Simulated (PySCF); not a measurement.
methanethiol (CH4S), SMILES CS. Atoms are numbered in the order given.

```xyz
6

C      0.0198     1.1571     0.0000
S     -0.0868    -0.6628     0.0000
H      0.5214     1.5239     0.8930
H     -1.0064     1.5205     0.0000
H      0.5214     1.5239    -0.8930
H      1.2339    -0.9056     0.0000
```

Coordinates come from a B3LYP-D3(BJ)/def2-TZVP optimisation.

Two levels are set side by side: PBE/pcJ-1 (PySCF) and B3LYP/pcJ-1 (PySCF). One-bond couplings, all four terms, same geometry. Isotopes: 13C, 1H, 33S. Differences are taken from unrounded values.

```csv
quantity,PBE
"¹J(C1,H3) (Hz)",136.4
"¹J(C1,H4) (Hz)",130.6
"¹J(C1,H5) (Hz)",136.4
```

### Question
These are the PBE values. What does B3LYP give? (Estimate from the structure and the level; the computed values follow.)

### Answer

```
quantity        B3LYP  PBE minus B3LYP
--------------  -----  ---------------
¹J(C1,H3) (Hz)  149.1            -12.7
¹J(C1,H4) (Hz)  142.6            -12.0
¹J(C1,H5) (Hz)  149.1            -12.7
```

Rough cost on one machine, each run with all the roots and properties that it gave: B3LYP against PBE within a factor of 2.
